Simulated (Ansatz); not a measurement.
Basis-set series for HN+, SMILES `[NH+]` radical. Total charge 1; spin multiplicity 2. The geometry is a stationary point of PBE0-D4/def2-TZVP.

| functional | basis | functions | energy (Eh) | HOMO (eV) | LUMO (eV) |
| --- | --- | --- | --- | --- | --- |
| PBE0-D4 | def2-SVP | 19 | -54.61420 | -22.34 | -17.01 |
| PBE0-D4 | def2-TZVPP | 45 | -54.68065 | -22.27 | -16.97 |
| ωB97M-V | def2-SVP | 19 | -54.65898 | -24.65 | -14.89 |
| ωB97M-V | def2-TZVPP | 45 | -54.72785 | -24.60 | -14.84 |

(1) Give the rows for def2-QZVPP. (Best estimate.)

Results:

(1) Ansatz gave: 
```tsv
functional	basis	functions	energy (Eh)	HOMO (eV)	LUMO (eV)
PBE0-D4	def2-QZVPP	87	-54.68334	-22.28	-16.96
ωB97M-V	def2-QZVPP	87	-54.73047	-24.61	-14.83
```

HOMO and LUMO are taken over both spins.
